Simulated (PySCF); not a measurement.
## Adding and removing an electron: CO

RHF-CCSD(T); PySCF, no relativity, basis sets C def2-TZVPPD, O def2-TZVPPD. Neutral (RHF): singlet (closed shell), Re = 1.135 Å, ωe = 2150 cm⁻¹, De = 10.91 eV.

CO⁺ (UHF): doublet (π ↑), Re = 1.251 Å, ωe = 1549 cm⁻¹, De = 5.70 eV to C⁺ + O. The energies at the minima are -113.16013 hartree for CO and -112.55813 for CO⁺.

(1) Work out the adiabatic ionisation energy, without and with harmonic zero-point energies (1 hartree = 27.2114 eV, 1 eV = 8065.5 cm⁻¹), and the change of the bond length.

Correlated steps freeze 2 core orbitals. For an ion De counts to the pair picked by the measured ionisation energies or electron affinities, which need not be the lowest pair at this level. Where the molecule has an RHF reference, its open-shell atoms are computed with UHF. States were picked by a PBE0 search and need not be the measured ground states.

Neutral and ion stand on different kinds of reference determinant, which adds to the error of the difference.

## Answers

(1) At CCSD(T): 0.60200 hartree = 16.381 eV between the minima; the zero-point term (1549.0 − 2150.0)/2 cm⁻¹ = -0.037 eV makes it 16.344 eV. Re changes by +11.6 pm against the neutral. The electron leaves a π orbital, and the longer bond of the ion fits a bonding orbital, or a change in how ionic the bond is.
